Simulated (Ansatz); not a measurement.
This geometry of C$_{3}$H$_{5}$F (9 atoms, charge 0, multiplicity 1) is a first-order saddle point.

Computed with Ansatz 0.2.0, RKS B3LYP-D4/def2-SVP.

```xyz
9
Properties=species:S:1:pos:R:3
C -0.290 0.463 -1.005
C -0.295 -0.493 0.158
C 0.467 -0.355 1.240
F 1.320 0.674 1.379
H -0.998 0.149 -1.784
H -0.565 1.483 -0.690
H 0.710 0.532 -1.466
H -0.957 -1.363 0.139
H 0.483 -1.033 2.098
```

(1) Which two structures does it join? (They come from a converged band through this point; their orientation in space is the band's.)

(2) How far does it lie above each of them?

Results:

(1) No bond is made or broken. The dihedral H6–C1–C2–C3 goes from -121 to 0°. The two ends are copies of one structure, up to a mirror image or an exchange of like atoms.

Image 0:

```xyz
9
Properties=species:S:1:pos:R:3
C -0.397 0.602 -0.895
C -0.395 -0.315 0.289
C 0.669 -0.604 1.035
F 1.884 -0.085 0.793
H -0.720 0.072 -1.808
H -1.103 1.438 -0.749
H 0.602 1.022 -1.076
H -1.333 -0.798 0.581
H 0.667 -1.275 1.900
```

Image 8:

```xyz
9
Properties=species:S:1:pos:R:3
C -0.167 0.394 -1.062
C -0.146 -0.543 0.108
C 0.248 -0.223 1.339
F 0.679 1.008 1.664
H -1.186 0.490 -1.475
H 0.185 1.395 -0.778
H 0.473 0.021 -1.880
H -0.476 -1.576 -0.039
H 0.263 -0.908 2.192
```

(2) 0.054 eV above the first and 0.054 eV above the second. This is the barrier of this one path; another mechanism may lie lower.

Run time: 100 s on 1 thread of Arm Neoverse V1 (shared host), peak memory 0.25 GiB.
